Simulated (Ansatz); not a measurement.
# How far each method lies from UCCSDT(Q) for HAl–Ga–F⁺, doublet

Geometry: that of the HAl–Ga–F, singlet, kept fixed.

| atom | x (Å) | y (Å) | z (Å) |
| --- | --- | --- | --- |
| Al | 0.0000 | -0.3165 | 2.3078 |
| Ga | 0.0000 | 0.2395 | -0.3874 |
| F | 0.0000 | -0.4984 | -1.9957 |
| H | 0.0000 | 1.2983 | 2.6383 |

Basis cc-pVTZ; Ansatz 0.2.0. Correlated methods freeze the noble-gas cores and the filled d shells of p-block atoms, which leaves 13 electrons in 101 orbitals. Prefix R: restricted or restricted open-shell reference; prefix U: unrestricted. No spin–orbit coupling is included, and no scalar relativity.

Full CI isn't at hand for all of this; UCCSDT(Q) serves as the reference, and is uncertain by the last step of the cluster series or more.

* UHF ⟨S²⟩: 0.789
* T1 diagnostic (RCCSD): 0.0270
* largest doubles amplitude (RCCSD): 0.046
* T1 diagnostic (UCCSD): 0.0238

From what is known of these methods and the diagnostics, rank them by the size of their error in total energy against UCCSDT(Q) in cc-pVTZ, smallest first (an estimate: the text doesn't fix the numbers).
A. UMP2
B. UCCSD
C. UHF
D. UCCSD(T)
E. UCCSDT

E (0.40 kcal/mol), D (0.93 kcal/mol), B (8.65 kcal/mol), A (19.29 kcal/mol), C (241.42 kcal/mol).

All errors are against UCCSDT(Q) in cc-pVTZ. Within each family the higher level lies nearer, as is usual though not guaranteed.
